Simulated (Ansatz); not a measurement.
HBS, singlet in 6-31G: errors against full CI

Geometry: a point of a breathe scan, not a stationary point.

```tsv
atom	x (Å)	y (Å)	z (Å)
B	0.0000	0.0000	0.2440
S	0.0000	0.0000	-2.5218
H	0.0000	0.0000	2.2779
```

Basis 6-31G; Ansatz 0.2.0. Only valence electrons are correlated (noble-gas cores frozen), which leaves 10 electrons in 18 orbitals. Prefix R: restricted or restricted open-shell reference. Active spaces: valence = (10e, 9o) chosen from the atoms' valence shells; pair = (2e, 2o) about the gap.

Full CI is exact within this basis and frozen core; it isn't the basis-set limit.

RHF is unstable: UHF (⟨S²⟩ = 2.01) lies 1.20 eV below the lowest RHF solution. Higher spins weren't run at this geometry and may lie near or lower.

The UHF ⟨S²⟩ is 2.010. The ⟨S²⟩ of the determinant under UCCSD is 1.344. The T1 diagnostic (RCCSD) is 0.0896 and the largest doubles amplitude (RCCSD) is 0.214.

Task: From what is known of these methods and the diagnostics, rank them by the size of their error in total energy against full CI in 6-31G, smallest first (an estimate: the text doesn't fix the numbers).
A. NEVPT2 (pair space)
B. NEVPT2 (valence space)
C. MRCISD (pair space)
D. CISDTQ
E. RCCSD

Result: D (87 meV), B (335 meV), E (405 meV), C (564 meV), A (1450 meV).

All errors are against full CI in 6-31G. With T1 at 0.090 and a doubles amplitude of 0.21 one determinant is a poor start. Within each family the higher level lies nearer, as is usual though not guaranteed.

The program itself flagged as in doubt: RCCSD.

The full-CI state has the irrep A1 of C2v, in the program's axes (one component, if the state is degenerate).

Its occupations show that no single determinant describes this state well.

Natural occupations of full CI about the gap: 1.985 1.866 1.861 1.861 1.667 0.332 0.145 0.145 0.095 0.010; effectively unpaired electrons, Σ n²(2−n)², 0.99.
